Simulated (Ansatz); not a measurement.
FHMgO, SMILES [OH][Mg][F], an active-space calculation

Computed with Ansatz 0.2.0 through its Python package.

`fhmgo.py`:
```python
import ansatz as az

GEOMETRY = """
O    -0.33600    1.26980   -0.45430
Mg   -0.14120   -0.61550    0.01390
F     0.07200   -2.50060    0.47250
H     0.46070    1.78590   -0.05250
"""

fhmgo = az.Crystal.molecule()
for line in GEOMETRY.strip().splitlines():
    symbol, *xyz = line.split()
    fhmgo = fhmgo.atom(symbol, [float(v) for v in xyz])

model = fhmgo.calculation()
model = model.basis(gaussian="def2-SVP")
model = model.accuracy("medium").scf(lower_state_search="off")
model = model.correlation(active_electrons=4, active_orbitals=4)
for method in ["sc_nevpt2"]:
    r = (model if method is None else model.correlation(method)).run(threads=1, pin="off").report
    space = r["configurations"]
    state = space["states"][0]
    print(method or "casscf", f"total {r['free_energy_ev'] / 27.211386246:.6f} Ha, active-space state {state['energy']['hartree']:.6f} Ha, mean field {r['reference_energy_ev'] / 27.211386246:.6f} Ha")
    print("  determinants", state["n_determinants"], " natural occupations", [round(n, 3) for n in space["natural_occupations"]])
```

```console
$ python fhmgo.py
sc_nevpt2 total -374.776693 Ha, active-space state -374.405362 Ha, mean field -374.353483 Ha
  determinants 36  natural occupations [1.977, 1.973, 0.028, 0.023]
```

These settings explore the input space; basis and method may be short of convergence. The geometry is a force-field or estimated start, not a minimum of this method, and the basis set is short of its limit. The active space starts as a window about the frontier orbitals and is then optimised, not chosen by chemistry. Run time: 1.3 s on 1 thread of Arm Neoverse V1, on a shared host, peak memory 0.13 GiB.
